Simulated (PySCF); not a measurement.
Gas-phase reaction: 6 C2H3Cl = CCl4 + 3 C3H6 (cyclic) + 2 CCl

Computed with PySCF (xtb for GFN2) and rigid-rotor harmonic-oscillator thermochemistry at 1 bar. † marks an energy on the PBE0/def2-TZVP geometry and frequencies; other levels use their own. CCSD(T) freezes the core. Open shells (unrestricted): CCl (multiplicity 2); the rest are closed-shell singlets. GFN2 has no spin-polarisation term. Spin-orbit splitting is ignored; it lowers the true energy and changes the entropy of CCl. CCSD(T) isn't extrapolated to the basis-set limit.

```tsv
level	ΔH°(298 K), kJ
BLYP/def2-TZVP†	?
CCSD(T)/def2-SVP†	774
GFN2-xTB	727
PBE/def2-TZVP†	?
ωB97X-V/def2-TZVP†	739
```

Problem. Fill in the missing entries.

Solution. 
- BLYP/def2-TZVP†, ΔH°(298 K), kJ: 850
- PBE/def2-TZVP†, ΔH°(298 K), kJ: 785
